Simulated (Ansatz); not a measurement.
Results of r²SCAN+SOC (Ansatz, a quantum-chemistry and plane-wave program, plane waves, PAW) for BiOCl (P4/nmm, No. 129).

Settings: plane-wave cutoff 560 eV, 10×10×6 k mesh (along the axes of the cell as run), Fermi–Dirac smearing 0.01 eV, PAW data made under PBE.

Cell (measured lattice):

```
CELL_PARAMETERS angstrom
      3.88551     0.00000     0.00000
      0.00000     3.88551     0.00000
      0.00000     0.00000     7.34890
ATOMIC_POSITIONS crystal
  Bi 0.50000 0.00000 0.32904
  Bi 0.00000 0.50000 0.67096
  Cl 0.00000 0.50000 0.14720
  Cl 0.50000 0.00000 0.85280
  O  0.00000 0.00000 0.50000
  O  0.50000 0.50000 0.50000
```

Problem. Give the computed band gap, smallest direct gap on the k points sampled and Γ–Γ gap.

Solution. 
* **band gap**: 2.70 eV (indirect)
* **smallest direct gap on the k points sampled**: 3.12 eV
* **Γ–Γ gap**: 3.93 eV

Note: cell and atoms aren't relaxed at this level (largest force component 0.08 eV/Å, pressure 1.6 GPa).

Computing time: about 14 core-minutes (a rough figure).
